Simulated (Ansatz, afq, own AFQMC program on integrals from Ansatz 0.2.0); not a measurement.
## CH2N, quartet: AFQMC among the cluster methods

```xyz
4

N    -0.0301   -0.1308    0.6612
C     0.1162    0.1026   -0.7459
H    -0.2826    0.7427    1.1410
H    -0.6838   -0.1484   -1.4423
```

Connectivity, by distances: NH–CH.

Basis cc-pVDZ. Noble-gas cores (and the filled d shells of Ga–Kr and In–Xe) are frozen. Integrals, coupled cluster, full CI and functionals: Ansatz 0.2.0; the random walks run on the same integrals in our own AFQMC program. ph-AFQMC/CISD is guided by a CISD state made of CCSD amplitudes; releasing the constraint for a short imaginary time cuts its bias at the price of noise, slowly where states lie close. Error bars are statistical, one sigma.

Determinant: UHF, the one that the program's search chose, which needn't be the lowest solution. The geometry is a PBE0/def2-TZVP stationary point of this or a neighbouring charge and spin state.

No full CI on the walks' own integrals is used here; CCSDT(Q) serves as the reference and is uncertain by about the last step of the cluster series.

Cautions: lower spins were not checked; the released energies move by 1.5 errors or more from one time to the next, so no released level is given (meV from the phaseless value at times in 1/Eh: -3 ± 11 at 0.24, -5 ± 10 at 0.51, -38 ± 13 at 0.99, -16 ± 15 at 1.62, -45 ± 19 at 2.40), though the last usable value meets CCSDT(Q) within the noise.

```
T1 diagnostic                               : 0.0195
weight of the determinant in the CISD state : 0.906
⟨S²⟩ of the determinant                     : 3.763
size of the correlated space                : 11 electrons in 36 orbitals
```

```tsv
level	correlation energy (eV)
MP2	-5.8736
CCSD	-6.7264
CCSD(T)	-6.8801
```

(1) Estimate where phaseless AFQMC with the Hartree–Fock trial lies against CCSD(T) on the same integrals.

(1) 0.53 ± 1.59 mEh above CCSD(T). The gap is under twice the noise, so this walk alone can't tell the two apart.

Reference: CCSDT(Q), correlation energy -6.913 eV.

| level | E − E(reference) (mEh) | share of correlation (%) |
| --- | --- | --- |
| CCSD(T) | 1.19 | 99.53 |
| CCSDT | 0.39 | 99.85 |
| ph-AFQMC/HF | 1.73 ± 1.59 | 99.32 |
| ph-AFQMC/CISD | 0.33 ± 0.39 | 99.87 |
